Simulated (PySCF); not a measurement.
Potential energy curve for HCl, singlet.

- UKS-PBE0 = unrestricted PBE0/cc-pVTZ run with PySCF
- UCCSD(T) = CCSD(T) on UHF/cc-pVTZ, 5 core orbitals frozen (PySCF)

Energies relative to the lowest point of each curve near equilibrium, in kJ/mol:

```
R / Å  UKS-PBE0
-----  --------
1.10       72.0
1.14       40.2
1.22        6.4
1.25        1.5
1.32        2.3
1.40       18.1
1.93      244.6
2.59      402.3
3.11      427.7
3.47      433.0
4.50      436.0
5.09      436.2
```

Task: What does UCCSD(T) give at the same points?

Result: 1.10: 69.6; 1.14: 38.5; 1.22: 5.7; 1.25: 1.2; 1.32: 2.6; 1.40: 18.9; 1.93: 238.0; 2.59: 411.4; 3.11: 431.3; 3.47: 433.6; 4.50: 434.6; 5.09: 434.7 (kJ/mol).

The unrestricted determinant behind UKS-PBE0 is spin-contaminated at 2.12 to 5.09 Å (<S²> up to 1.0, against 0.00 for a pure singlet). The unrestricted determinant behind UCCSD(T) is spin-contaminated at 1.74 to 5.09 Å (<S²> up to 1.0, against 0.00 for a pure singlet).
